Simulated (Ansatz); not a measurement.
Basis-set extrapolation for C$_{3}$H$_{8}$S$_{2}$ (`CCSSC`) (PBE0-D4/def2-TZVP geometry, frozen core, Ansatz 0.2.0). Multiplicity 1, RHF reference.

|  | def2-TZVPP | def2-QZVPP |
| --- | --- | --- |
| HF | -913.396255 | -913.424721 |
| MP2 correlation | -0.884736 | -0.950823 |
| CCSD(T) correlation | -0.989536 | not run |

Energies in hartree. Use E(X) = E(∞) + A·exp(−7.88·√X) for Hartree–Fock and E(X) = E(∞) + B·X^(−2.97) for correlation, with X = 3 and 4, and add CCSD(T) minus MP2 of the smaller set to the MP2 limit.

Task: What is the CCSD(T) energy at the basis-set limit?

Result: HF limit: -913.424721 + (-0.028466) × 0.13774 = -913.42864. MP2 limit: -0.950823 + (-0.066087) × 0.74074 = -0.99978. Higher-order term: -0.989536 − (-0.884736) = -0.10480. Total: -914.53322 hartree, 4.01 eV below CCSD(T)/def2-TZVPP.
